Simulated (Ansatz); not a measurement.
Working through a composite energy at a relaxed geometry of CH4BCl, SMILES BCCl

Computed with the Python package of Ansatz (0.2.0).

The cells in order, each with its output:

```python
import ansatz as az
import numpy as np
```

```python
mol = (
    az.Crystal.molecule()
    .atom("B", (-0.6575, -0.054, -0.6114))
    .atom("C", (0.4462, -0.1487, 0.4559))
    .atom("Cl", (1.2802, 1.4022, 0.6174))
    .atom("H", (-1.3137, -0.9302, -0.8757))
    .atom("H", (-0.8935, 1.007, -1.2015))
    .atom("H", (1.1643, -0.9145, 0.1319))
    .atom("H", (0.0353, -0.4297, 1.4376))
)
```

```python
base = mol.calculation()
base = base.basis(gaussian="def2-SVP")
base = base.functional("pbe0")
symbols = [site.symbol for site in mol.cartesian_sites]
start = np.array([site.position_ang for site in mol.cartesian_sites], dtype=float)
rep = base.relax(force_tolerance=0.01).run(threads=1, backend="cpu").report
end = np.array(rep["positions_ang"])
print("final positions (A) and the move of each atom")
for symbol, xyz, old in zip(symbols, end, start):
    print(f"{symbol:2s} {xyz[0]:10.5f} {xyz[1]:10.5f} {xyz[2]:10.5f}   {np.linalg.norm(xyz - old):7.4f}")
```

    final positions (A) and the move of each atom
    B    -0.68540   -0.01167   -0.63530    0.0561
    C     0.44925   -0.09518    0.42547    0.0616
    Cl    1.38974    1.39379    0.72418    0.1532
    H    -1.32381   -1.02052   -0.83635    0.0990
    H    -0.94162    0.99527   -1.24637    0.0668
    H     1.15263   -0.89691    0.13624    0.0215
    H     0.02050   -0.43268    1.38633    0.0534

```python
minimum = az.Crystal.molecule()
for symbol, place in zip(symbols, end):
    minimum = minimum.atom(symbol, place.tolist())
at_minimum = minimum.calculation()
# MP2 extrapolated to the basis limit, plus the small-basis difference CCSD(T) - MP2
level = lambda method, basis: at_minimum.basis(gaussian=basis).correlation(method).run(threads=1, backend="cpu").report
small, large, cluster = level("mp2", "cc-pVDZ"), level("mp2", "cc-pVTZ"), level("ccsd_t", "cc-pVDZ")
corr = lambda each: (each["free_energy_ev"] - each["reference_energy_ev"]) / 27.211386246
mp2_limit = (27 * corr(large) - 8 * corr(small)) / 19
pieces = {"HF / cc-pVTZ": large["reference_energy_ev"] / 27.211386246, "MP2 correlation, DZ-TZ limit": mp2_limit, "CCSD(T) - MP2 / cc-pVDZ": corr(cluster) - corr(small)}
for name, value in pieces.items():
    print(f"{name:32s} {value:14.6f} Ha")
print(f"{'sum':32s} {sum(pieces.values()):14.6f} Ha")
print("T1 diagnostic", round(cluster["correlation"]["coupled_cluster"]["t1_diagnostic"], 4))
```

    HF / cc-pVTZ                        -524.399951 Ha
    MP2 correlation, DZ-TZ limit          -0.507918 Ha
    CCSD(T) - MP2 / cc-pVDZ               -0.052672 Ha
    sum                                 -524.960542 Ha
    T1 diagnostic 0.0085

Notes:
- Total energies depend on the basis set; only differences at equal settings carry meaning.
- The sum leaves out core correlation, relativity, the Hartree-Fock basis error and zero-point energy; a DZ-TZ extrapolation is rough.
- Inner cores stay frozen, so this is valence correlation.
- For Al to Cl the sets with a tight d function, cc-pV(X+d)Z, are usual.
- An extrapolation from small basis sets is rough.
- Wall time of the script: 14 s on 1 thread of Arm Neoverse V2, with other jobs on the host, peak memory 0.3 GiB.
